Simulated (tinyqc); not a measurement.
Worked calculation (part 1 of 3): RHF in the sto-3g basis, for CH3-, spin multiplicity 1. The basis has no diffuse functions, so it cannot describe the extra electron: this is an exercise in the method, not the real anion. Computed by tinyqc, a small Python program that keeps every step (integrals from PySCF). Settings: charge = -1, multiplicity = 1, basis = sto-3g, energy threshold = 1e-09, iteration cap = 58, orthogonalisation = symmetric, start = Wolfsberg-Helmholz matrix, DIIS depth = 8, method = RHF. Command: `OMP_NUM_THREADS=1 python tinyqc.py 30898 30899 out.jsonl` (the two numbers bound the seeds that draw the settings). One thread of a shared host (Intel(R) Xeon(R) Processor @ 2.60GHz), about 0.06 s of CPU time with the checks. Later iterations appear only in the table of the cycle.

## One-electron integrals

Geometry (angstrom):
```
atom          x          y         z
C      0.000000   0.000000  0.095000
H      1.169000   0.000000  0.000000
H     -0.585000   1.013000  0.000000
H     -0.585000  -1.013000  0.000000
```

Basis sto-3g: exponents (1/bohr^2) and contraction coefficients of normalised primitives:
```
element  l (shell)   exponent  coefficient
C            s (1)  71.616837     0.154329
C            s (1)  13.045096     0.535328
C            s (1)   3.530512     0.444635
C            s (2)   2.941249    -0.099967
C            s (2)   0.683483     0.399513
C            s (2)   0.222290     0.700115
C            p (3)   2.941249     0.155916
C            p (3)   0.683483     0.607684
C            p (3)   0.222290     0.391957
H            s (1)   3.425251     0.154329
H            s (1)   0.623914     0.535328
H            s (1)   0.168855     0.444635
```

Overlap, kinetic and nuclear-attraction integrals over the contracted functions; the nuclear repulsion is the sum of Za Zb / Rab.

nuclear repulsion = 8.90148106 hartree

overlap S:
```
           1C 1s     1C 2s     1C 2px     1C 2py     1C 2pz      2H 1s      3H 1s      4H 1s
1C 1s   1.000000  0.248362   0.000000   0.000000   0.000000   0.051343   0.051250   0.051250
1C 2s   0.248362  1.000000   0.000000   0.000000   0.000000   0.444159   0.443731   0.443731
1C 2px  0.000000  0.000000   1.000000   0.000000   0.000000   0.436091  -0.217942  -0.217942
1C 2py  0.000000  0.000000   0.000000   1.000000   0.000000   0.000000   0.377393  -0.377393
1C 2pz  0.000000  0.000000   0.000000   0.000000   1.000000  -0.035439  -0.035392  -0.035392
2H 1s   0.051343  0.444159   0.436091   0.000000  -0.035439   1.000000   0.114312   0.114312
3H 1s   0.051250  0.443731  -0.217942   0.377393  -0.035392   0.114312   1.000000   0.114219
4H 1s   0.051250  0.443731  -0.217942  -0.377393  -0.035392   0.114312   0.114219   1.000000
```

kinetic energy T (hartree):
```
            1C 1s      1C 2s     1C 2px     1C 2py     1C 2pz      2H 1s      3H 1s      4H 1s
1C 1s   15.891122  -0.085890   0.000000   0.000000   0.000000  -0.012164  -0.012169  -0.012169
1C 2s   -0.085890   0.472250   0.000000   0.000000   0.000000   0.081839   0.081622   0.081622
1C 2px   0.000000   0.000000   1.477728   0.000000   0.000000   0.212147  -0.105880  -0.105880
1C 2py   0.000000   0.000000   0.000000   1.477728   0.000000   0.000000   0.183344  -0.183344
1C 2pz   0.000000   0.000000   0.000000   0.000000   1.477728  -0.017240  -0.017194  -0.017194
2H 1s   -0.012164   0.081839   0.212147   0.000000  -0.017240   0.760032  -0.010394  -0.010394
3H 1s   -0.012169   0.081622  -0.105880   0.183344  -0.017194  -0.010394   0.760032  -0.010399
4H 1s   -0.012169   0.081622  -0.105880  -0.183344  -0.017194  -0.010394  -0.010399   0.760032
```

nuclear attraction V (hartree):
```
             1C 1s      1C 2s     1C 2px     1C 2py     1C 2pz      2H 1s      3H 1s      4H 1s
1C 1s   -35.005704  -4.528254  -0.000017   0.000000   0.003550  -0.950372  -0.948625  -0.948625
1C 2s    -4.528254  -6.516726  -0.000131   0.000000   0.037621  -2.405053  -2.402140  -2.402140
1C 2px   -0.000017  -0.000131  -6.528511   0.000000   0.000017  -2.180520   1.089395   1.089395
1C 2py    0.000000   0.000000   0.000000  -6.528321   0.000000   0.000000  -1.886447   1.886447
1C 2pz    0.003550   0.037621   0.000017   0.000000  -6.366781   0.185303   0.185005   0.185005
2H 1s    -0.950372  -2.405053  -2.180520   0.000000   0.185303  -4.414025  -0.563778  -0.563778
3H 1s    -0.948625  -2.402140   1.089395  -1.886447   0.185005  -0.563778  -4.412318  -0.563202
4H 1s    -0.948625  -2.402140   1.089395   1.886447   0.185005  -0.563778  -0.563202  -4.412318
```

core Hamiltonian H = T + V (hartree):
```
             1C 1s      1C 2s     1C 2px     1C 2py     1C 2pz      2H 1s      3H 1s      4H 1s
1C 1s   -19.114582  -4.614144  -0.000017   0.000000   0.003550  -0.962536  -0.960794  -0.960794
1C 2s    -4.614144  -6.044476  -0.000131   0.000000   0.037621  -2.323214  -2.320517  -2.320517
1C 2px   -0.000017  -0.000131  -5.050783   0.000000   0.000017  -1.968374   0.983515   0.983515
1C 2py    0.000000   0.000000   0.000000  -5.050593   0.000000   0.000000  -1.703103   1.703103
1C 2pz    0.003550   0.037621   0.000017   0.000000  -4.889053   0.168063   0.167811   0.167811
2H 1s    -0.962536  -2.323214  -1.968374   0.000000   0.168063  -3.653993  -0.574172  -0.574172
3H 1s    -0.960794  -2.320517   0.983515  -1.703103   0.167811  -0.574172  -3.652286  -0.573601
4H 1s    -0.960794  -2.320517   0.983515   1.703103   0.167811  -0.574172  -0.573601  -3.652286
```

## Two-electron integrals

Functions are numbered as in S; the eight-fold symmetry (ij|kl) = (ji|kl) = (kl|ij) leaves the list below.

Two-electron integrals (ij|kl) in chemists' order, unique and non-zero (hartree):
```
(11|11) 3.541948    (21|11) 0.576921    (21|21) 0.111888    (22|11) 0.854682
(22|21) 0.205284    (22|22) 0.624709    (31|31) 0.020296    (32|31) 0.030858
(32|32) 0.137996    (33|11) 0.852436    (33|21) 0.205335    (33|22) 0.624568
(33|33) 0.672833    (41|41) 0.020296    (42|41) 0.030858    (42|42) 0.137996
(43|43) 0.036269    (44|11) 0.852436    (44|21) 0.205335    (44|22) 0.624568
(44|33) 0.600295    (44|44) 0.672833    (51|51) 0.020296    (52|51) 0.030858
(52|52) 0.137996    (53|53) 0.036269    (54|54) 0.036269    (55|11) 0.852436
(55|21) 0.205335    (55|22) 0.624568    (55|33) 0.600295    (55|44) 0.600295
(55|55) 0.672833    (61|11) 0.119944    (61|21) 0.023126    (61|22) 0.042368
(61|31) 0.001405    (61|32) 0.002621    (61|33) 0.042670    (61|44) 0.042222
(61|51) -0.000114   (61|52) -0.000213   (61|53) -0.000036   (61|55) 0.042225
(61|61) 0.004887    (62|11) 0.291810    (62|21) 0.071046    (62|22) 0.238389
(62|31) 0.006742    (62|32) 0.046757    (62|33) 0.249564    (62|44) 0.232634
(62|51) -0.000548   (62|52) -0.003800   (62|53) -0.001376   (62|55) 0.232745
(62|61) 0.015325    (62|62) 0.119936    (63|11) 0.249376    (63|21) 0.061493
(63|22) 0.218785    (63|31) 0.012253    (63|32) 0.077760    (63|33) 0.240483
(63|44) 0.207770    (63|51) -0.000413   (63|52) -0.003232   (63|53) -0.001918
(63|55) 0.207866    (63|61) 0.013878    (63|62) 0.130719    (63|63) 0.154503
(64|41) 0.007173    (64|42) 0.037988    (64|43) 0.009107    (64|54) -0.000740
(64|64) 0.014616    (65|11) -0.020266   (65|21) -0.004997   (65|22) -0.017780
(65|31) -0.000413   (65|32) -0.003232   (65|33) -0.018063   (65|44) -0.016885
(65|51) 0.007206    (65|52) 0.038251    (65|53) 0.009203    (65|55) -0.018373
(65|61) -0.001128   (65|62) -0.010623   (65|63) -0.011368   (65|65) 0.015540
(66|11) 0.443686    (66|21) 0.109864    (66|22) 0.419359    (66|31) 0.013011
(66|32) 0.121476    (66|33) 0.462826    (66|44) 0.397150    (66|51) -0.001057
(66|52) -0.009872   (66|53) -0.005337   (66|55) 0.397584    (66|61) 0.024035
(66|62) 0.267808    (66|63) 0.322233    (66|65) -0.026187   (66|66) 0.774606
(71|11) 0.119724    (71|21) 0.023084    (71|22) 0.042291    (71|31) -0.000701
(71|32) -0.001308   (71|33) 0.042257    (71|41) 0.001215    (71|42) 0.002265
(71|43) -0.000194   (71|44) 0.042481    (71|51) -0.000114   (71|52) -0.000212
(71|53) 0.000018    (71|54) -0.000031   (71|55) 0.042148    (71|61) 0.004722
(71|62) 0.014342    (71|63) 0.012134    (71|64) 0.000505    (71|65) -0.001057
(71|66) 0.022062    (71|71) 0.004869    (72|11) 0.291445    (72|21) 0.070958
(72|22) 0.238114    (72|31) -0.003368   (72|32) -0.023360   (72|33) 0.236594
(72|41) 0.005831    (72|42) 0.040451    (72|43) -0.007325   (72|44) 0.245049
(72|51) -0.000547   (72|52) -0.003793   (72|53) 0.000687    (72|54) -0.001190
(72|55) 0.232476    (72|61) 0.014351    (72|62) 0.084787    (72|63) 0.072488
(72|64) 0.010025    (72|65) -0.007301   (72|66) 0.146911    (72|71) 0.015278
(72|72) 0.119688    (73|11) -0.124588   (73|21) -0.030722   (73|22) -0.109315
(73|31) 0.008431    (73|32) 0.047875    (73|33) -0.114723   (73|41) -0.002198
(73|42) -0.017210   (73|43) 0.011015    (73|44) -0.109245   (73|51) 0.000206
(73|52) 0.001614    (73|53) -0.001033   (73|54) 0.000510    (73|55) -0.103860
(73|61) -0.005636   (73|62) -0.027584   (73|63) -0.014936   (73|64) -0.002397
(73|65) 0.002333    (73|66) -0.039558   (73|71) -0.006921   (73|72) -0.065253
(73|73) 0.049511    (74|11) 0.215740    (74|21) 0.053199    (74|22) 0.189293
(74|31) -0.002198   (74|32) -0.017210   (74|33) 0.182901    (74|41) 0.010967
(74|42) 0.067738    (74|43) -0.009983   (74|44) 0.204927    (74|51) -0.000357
(74|52) -0.002795   (74|53) 0.000510    (74|54) -0.001621   (74|55) 0.179846
(74|61) 0.010769    (74|62) 0.067804    (74|63) 0.057673    (74|64) 0.016991
(74|65) -0.005723   (74|66) 0.118092    (74|71) 0.011984    (74|72) 0.112994
(74|73) -0.060486   (74|74) 0.119319    (75|11) -0.020232   (75|21) -0.004989
(75|22) -0.017752   (75|31) 0.000206    (75|32) 0.001614    (75|33) -0.017153
(75|41) -0.000357   (75|42) -0.002795   (75|43) 0.000510    (75|44) -0.017741
(75|51) 0.007195    (75|52) 0.038198    (75|53) -0.004597   (75|54) 0.007960
(75|55) -0.018344   (75|61) -0.001057   (75|62) -0.007299   (75|63) -0.006119
(75|64) -0.000842   (75|65) 0.010240    (75|66) -0.013402   (75|71) -0.001124
(75|72) -0.010597   (75|73) 0.005672    (75|74) -0.009822   (75|75) 0.015502
(76|11) 0.067221    (76|21) 0.016420    (76|22) 0.057028    (76|31) 0.000648
(76|32) 0.004790    (76|33) 0.057517    (76|41) 0.001124    (76|42) 0.008304
(76|43) 0.000342    (76|44) 0.057914    (76|51) -0.000211   (76|52) -0.001558
(76|53) -0.000210   (76|54) -0.000364   (76|55) 0.055595    (76|61) 0.003454
(76|62) 0.025562    (76|63) 0.025837    (76|64) 0.002768    (76|65) -0.002489
(76|66) 0.053197    (76|71) 0.003448    (76|72) 0.025539    (76|73) -0.010520
(76|74) 0.023744    (76|75) -0.002486   (76|76) 0.006710    (77|11) 0.443414
(77|21) 0.109797    (77|22) 0.419156    (77|31) -0.006500   (77|32) -0.060712
(77|33) 0.413376    (77|41) 0.011255    (77|42) 0.105130    (77|43) -0.028424
(77|44) 0.446182    (77|51) -0.001056   (77|52) -0.009859   (77|53) 0.002666
(77|54) -0.004616   (77|55) 0.397394    (77|61) 0.022089    (77|62) 0.147014
(77|63) 0.122096    (77|64) 0.024821    (77|65) -0.013415   (77|66) 0.260454
(77|71) 0.023976    (77|72) 0.267490    (77|73) -0.160992   (77|74) 0.278777
(77|75) -0.026144   (77|76) 0.053197    (77|77) 0.774606    (81|11) 0.119724
(81|21) 0.023084    (81|22) 0.042291    (81|31) -0.000701   (81|32) -0.001308
(81|33) 0.042257    (81|41) -0.001215   (81|42) -0.002265   (81|43) 0.000194
(81|44) 0.042481    (81|51) -0.000114   (81|52) -0.000212   (81|53) 0.000018
(81|54) 0.000031    (81|55) 0.042148    (81|61) 0.004722    (81|62) 0.014342
(81|63) 0.012134    (81|64) -0.000505   (81|65) -0.001057   (81|66) 0.022062
(81|71) 0.004713    (81|72) 0.014325    (81|73) -0.006499   (81|74) 0.010246
(81|75) -0.001055   (81|76) 0.003273    (81|77) 0.022050    (81|81) 0.004869
(82|11) 0.291445    (82|21) 0.070958    (82|22) 0.238114    (82|31) -0.003368
(82|32) -0.023360   (82|33) 0.236594    (82|41) -0.005831   (82|42) -0.040451
(82|43) 0.007325    (82|44) 0.245049    (82|51) -0.000547   (82|52) -0.003793
(82|53) 0.000687    (82|54) 0.001190    (82|55) 0.232476    (82|61) 0.014351
(82|62) 0.084787    (82|63) 0.072488    (82|64) -0.010025   (82|65) -0.007301
(82|66) 0.146911    (82|71) 0.014325    (82|72) 0.084694    (82|73) -0.044896
(82|74) 0.057718    (82|75) -0.007291   (82|76) 0.019304    (82|77) 0.146860
(82|81) 0.015278    (82|82) 0.119688    (83|11) -0.124588   (83|21) -0.030722
(83|22) -0.109315   (83|31) 0.008431    (83|32) 0.047875    (83|33) -0.114723
(83|41) 0.002198    (83|42) 0.017210    (83|43) -0.011015   (83|44) -0.109245
(83|51) 0.000206    (83|52) 0.001614    (83|53) -0.001033   (83|54) -0.000510
(83|55) -0.103860   (83|61) -0.005636   (83|62) -0.027584   (83|63) -0.014936
(83|64) 0.002397    (83|65) 0.002333    (83|66) -0.039558   (83|71) -0.006499
(83|72) -0.044896   (83|73) 0.032925    (83|74) -0.030016   (83|75) 0.003786
(83|76) -0.007892   (83|77) -0.082492   (83|81) -0.006921   (83|82) -0.065253
(83|83) 0.049511    (84|11) -0.215740   (84|21) -0.053199   (84|22) -0.189293
(84|31) 0.002198    (84|32) 0.017210    (84|33) -0.182901   (84|41) 0.010967
(84|42) 0.067738    (84|43) -0.009983   (84|44) -0.204927   (84|51) 0.000357
(84|52) 0.002795    (84|53) -0.000510   (84|54) -0.001621   (84|55) -0.179846
(84|61) -0.010769   (84|62) -0.067804   (84|63) -0.057673   (84|64) 0.016991
(84|65) 0.005723    (84|66) -0.118092   (84|71) -0.010246   (84|72) -0.057718
(84|73) 0.030016    (84|74) -0.030863   (84|75) 0.004874    (84|76) -0.013663
(84|77) -0.093263   (84|81) -0.011984   (84|82) -0.112994   (84|83) 0.060486
(84|84) 0.119319    (85|11) -0.020232   (85|21) -0.004989   (85|22) -0.017752
(85|31) 0.000206    (85|32) 0.001614    (85|33) -0.017153   (85|41) 0.000357
(85|42) 0.002795    (85|43) -0.000510   (85|44) -0.017741   (85|51) 0.007195
(85|52) 0.038198    (85|53) -0.004597   (85|54) -0.007960   (85|55) -0.018344
(85|61) -0.001057   (85|62) -0.007299   (85|63) -0.006119   (85|64) 0.000842
(85|65) 0.010240    (85|66) -0.013402   (85|71) -0.001055   (85|72) -0.007291
(85|73) 0.003786    (85|74) -0.004874   (85|75) 0.010227    (85|76) -0.001822
(85|77) -0.013396   (85|81) -0.001124   (85|82) -0.010597   (85|83) 0.005672
(85|84) 0.009822    (85|85) 0.015502    (86|11) 0.067221    (86|21) 0.016420
(86|22) 0.057028    (86|31) 0.000648    (86|32) 0.004790    (86|33) 0.057517
(86|41) -0.001124   (86|42) -0.008304   (86|43) -0.000342   (86|44) 0.057914
(86|51) -0.000211   (86|52) -0.001558   (86|53) -0.000210   (86|54) 0.000364
(86|55) 0.055595    (86|61) 0.003454    (86|62) 0.025562    (86|63) 0.025837
(86|64) -0.002768   (86|65) -0.002489   (86|66) 0.053197    (86|71) 0.003273
(86|72) 0.019304    (86|73) -0.007892   (86|74) 0.013663    (86|75) -0.001822
(86|76) 0.005291    (86|77) 0.033098    (86|81) 0.003448    (86|82) 0.025539
(86|83) -0.010520   (86|84) -0.023744   (86|85) -0.002486   (86|86) 0.006710
(87|11) 0.067150    (87|21) 0.016403    (87|22) 0.056972    (87|31) -0.001296
(87|32) -0.009580   (87|33) 0.058056    (87|44) 0.057263    (87|51) -0.000211
(87|52) -0.001556   (87|53) 0.000420    (87|55) 0.055541    (87|61) 0.003276
(87|62) 0.019307    (87|63) 0.015774    (87|65) -0.001823   (87|66) 0.033078
(87|71) 0.003444    (87|72) 0.025515    (87|73) -0.015294   (87|74) 0.020958
(87|75) -0.002484   (87|76) 0.005287    (87|77) 0.053147    (87|81) 0.003444
(87|82) 0.025515    (87|83) -0.015294   (87|84) -0.020958   (87|85) -0.002484
(87|86) 0.005287    (87|87) 0.006699    (88|11) 0.443414    (88|21) 0.109797
(88|22) 0.419156    (88|31) -0.006500   (88|32) -0.060712   (88|33) 0.413376
(88|41) -0.011255   (88|42) -0.105130   (88|43) 0.028424    (88|44) 0.446182
(88|51) -0.001056   (88|52) -0.009859   (88|53) 0.002666    (88|54) 0.004616
(88|55) 0.397394    (88|61) 0.022089    (88|62) 0.147014    (88|63) 0.122096
(88|64) -0.024821   (88|65) -0.013415   (88|66) 0.260454    (88|71) 0.022050
(88|72) 0.146860    (88|73) -0.082492   (88|74) 0.093263    (88|75) -0.013396
(88|76) 0.033098    (88|77) 0.260393    (88|81) 0.023976    (88|82) 0.267490
(88|83) -0.160992   (88|84) -0.278777   (88|85) -0.026144   (88|86) 0.053197
(88|87) 0.053147    (88|88) 0.774606
```

## Orthogonalisation

S = U s U^T; symmetric (Loewdin) form X = U s^(-1/2) U^T, so that X^T S X = 1.

eigenvalues of S: 0.309116  0.405762  0.406129  0.960666  1.008989  1.479652  1.479895  1.949791

X:
```
            1C 1s      1C 2s     1C 2px     1C 2py     1C 2pz      2H 1s      3H 1s      4H 1s
1C 1s    1.028072  -0.161333  -0.000013   0.000000   0.002491   0.024485   0.024471   0.024471
1C 2s   -0.161333   1.340991   0.000224   0.000000  -0.024674  -0.293641  -0.293159  -0.293159
1C 2px  -0.000013   0.000224   1.156144   0.000000  -0.000021  -0.303677   0.151683   0.151683
1C 2py   0.000000   0.000000   0.000000   1.155884   0.000000   0.000000  -0.262630   0.262630
1C 2pz   0.002491  -0.024674  -0.000021   0.000000   1.001922   0.022965   0.022918   0.022918
2H 1s    0.024485  -0.293641  -0.303677   0.000000   0.022965   1.210567  -0.025338  -0.025338
3H 1s    0.024471  -0.293159   0.151683  -0.262630   0.022918  -0.025338   1.210072  -0.025298
4H 1s    0.024471  -0.293159   0.151683   0.262630   0.022918  -0.025338  -0.025298   1.210072
```

## Starting guess

The start is the generalised Wolfsberg-Helmholz matrix (K = 1.75) built on H; D = 2 C_occ C_occ^T.

D at the start:
```
            1C 1s      1C 2s     1C 2px     1C 2py     1C 2pz      2H 1s      3H 1s      4H 1s
1C 1s    2.041301  -0.150265   0.000088   0.000000  -0.026194  -0.146455  -0.146321  -0.146321
1C 2s   -0.150265   0.796136  -0.000367   0.000000   0.087415   0.309254   0.309074   0.309074
1C 2px   0.000088  -0.000367   1.110453   0.000000   0.000051   0.474210  -0.237241  -0.237241
1C 2py   0.000000   0.000000   0.000000   1.111053   0.000000   0.000000   0.410706  -0.410706
1C 2pz  -0.026194   0.087415   0.000051   0.000000   1.994386  -0.015641  -0.015606  -0.015606
2H 1s   -0.146455   0.309254   0.474210   0.000000  -0.015641   0.327875   0.023887   0.023887
3H 1s   -0.146321   0.309074  -0.237241   0.410706  -0.015606   0.023887   0.327533   0.023895
4H 1s   -0.146321   0.309074  -0.237241  -0.410706  -0.015606   0.023887   0.023895   0.327533
```
